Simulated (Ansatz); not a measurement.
System: 1T (CdI2-type) HfS2. Method: LDA in Ansatz (PAW).

Run with plane-wave cutoff 520 eV, 12×12×6 k mesh (along the axes of the cell as run), perturbation theory, scalar-relativistic PAW data made under PBE.

The cell has the measured lattice parameters. Conventional cell: a = 3.6350 Å, b = 3.6350 Å, c = 5.8370 Å, α = 90.00°, β = 90.00°, γ = 120.00°.

Harmonic phonon frequencies (cm⁻¹; i marks an imaginary mode; at Γ without the LO shift):

| q point | frequencies |
|---|---|
| Γ | 0 0 0 146 146 260 260 292 316 |
| M | 55 75 141 205 243 247 271 297 323 |
| K | 53 128 128 234 244 244 290 290 316 |

No imaginary mode appears at these points.

Note: the cell isn't this level's own, so it is under some stress, which shifts stiffness and frequencies.

Ansatz is a program for electronic structure.
